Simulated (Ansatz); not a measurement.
## Multireference treatment of C₃H₆, singlet

Computed with Ansatz's Gaussian-basis code (development build). Basis aug-cc-pVDZ, nonrelativistic, 3 orbitals frozen in the corrections. State-specific CASSCF; RHF is the lowest restricted (open-shell) Hartree–Fock solution met. Single-reference values can break down or jump between states where bonds are stretched. Solutions may break the symmetry of the shape. No proof that the lowest CASSCF solution was found.

Geometry:

```tsv
atom	x (Å)	y (Å)	z (Å)
C	0.0162	-0.2014	-1.2824
C	-0.0779	0.4566	-0.1226
H	-0.5540	-1.1066	-1.4703
H	0.6646	0.1411	-2.0816
H	-0.2577	1.5307	-0.1386
C	0.0468	-0.1790	1.2277
H	0.2253	-1.2538	1.1407
H	0.8737	0.2609	1.7947
H	-0.8629	-0.0294	1.8184
```

Task: What do CASSCF and its corrections give against RHF in CAS(2,2), and what are the occupations?

Result: CASSCF -0.863 eV, SC-NEVPT2 -12.015 eV; occupations 1.87, 0.13.

Task: How do single-reference totals in the same basis and frozen core stand against SC-NEVPT2 in CAS(2,2)?

Result: CCSD(T) -1.548 eV. Coupled cluster stands on the determinant that it favours, which can lie over the RHF solution above, and is in doubt where the occupations are far from 0, 1 and 2.

Task: Roughly how much CPU time does a whole run from the default start take (median of such runs, summed over threads; nearly all runs on one pinned thread of a shared server, mostly Xeon at 2.3 to 2.6 GHz, by a development driver)?

Result: CAS(2,2): about 8.7 s. Other jobs ran beside these, and the count of passes differs.
